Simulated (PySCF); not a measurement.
# Computed and reference excited states of `C=C(C)C`

Published values to compare with (the computed states carry no symmetry labels, so the two lists aren't matched line by line):

| state | E (eV) | f | kind of transition | source |
| --- | --- | --- | --- | --- |
| 3A1(π→π*) | 4.21 |  | band maximum or as reported | [1] |
| 3A1(π→π*) | 4.53 |  | vertical absorption | [2] |
| 1B1(π→3s) | 6.15 |  | band maximum or as reported | [1] |
| 1B1(π→3s) | 6.46 | 0.006 | vertical absorption | [2] |
| 1B1(π→3s) | 6.48 |  | vertical absorption | [3] |
| 1A1(π→3p) | 7.01 |  | vertical absorption | [3] |
| 1A1(π→3p) | 7.01 | 0.228 | vertical absorption | [2] |

[1] measured, gas; Loos, Lipparini, Boggio-Pasqua, Scemama, Jacquemin (2019), arXiv:1912.04173, literature columns
[2] computed, theoretical best estimate (aug-cc-pVTZ, frozen core, CC3 geometry), gas; Veril, Scemama, Caffarel, Lipparini, Boggio-Pasqua, Jacquemin, Loos, WIREs Comput. Mol. Sci. 2021, 11, e1517 (QUESTDB)
[3] computed, theoretical best estimate (aug-cc-pVTZ), revised with CC4, gas; Loos, Lipparini, Matthews, Blondel, Jacquemin, revising reference values with EOM-CC4 (2022), arXiv:2204.11658

Species: C₄H₈.
Numbering: `[CH2:1]=[C:2]([CH3:3])[CH3:4]` (hydrogens: H5, H6 on C1; H7, H8, H9 on C3; H10, H11, H12 on C4)

The calculation used PySCF 2.14.0, density-fitted response routines, TDDFT PBE0/def2-SVPD, vertical, gas phase, core orbitals frozen in the response. Isolated species at its PBE0-D3(BJ)/def2-SVP geometry, gas phase.

Computed singlets: 6.61 eV (f 0.001); 7.21 eV (f 0.428); 7.69 eV (f 0.038); 7.72 eV (f 0.000); 8.22 eV (f 0.000); 8.44 eV (f 0.022); 8.45 eV (f 0.000); 8.90 eV (f 0.002); 9.02 eV (f 0.007); 9.07 eV (f 0.000). Computed triplets (Tamm–Dancoff): 4.27, 6.48, 7.57, 7.66 eV.

Task: How does the lowest computed singlet compare with the best estimate listed for the lowest singlet (vertical absorption)?

Result: 6.61 eV against 6.46 eV for 1B1(π→3s) [2]: a difference of +0.15 eV. Geometry and basis of the two calculations needn't be the same.

Task: How does the lowest computed triplet compare with the best estimate listed for the lowest triplet (vertical absorption)?

Result: 4.27 eV against 4.53 eV for 3A1(π→π*) [2]: a difference of -0.26 eV. Geometry and basis of the two calculations needn't be the same.

Note on [3]: revises the 2021 QUESTDB value.

A measured band maximum holds vibronic effects and, in solution, solvent shifts, so it needn't equal the vertical energy.

The vertical ionisation energy (ΔSCF) is 9.20 eV, 0.14 eV above S10.
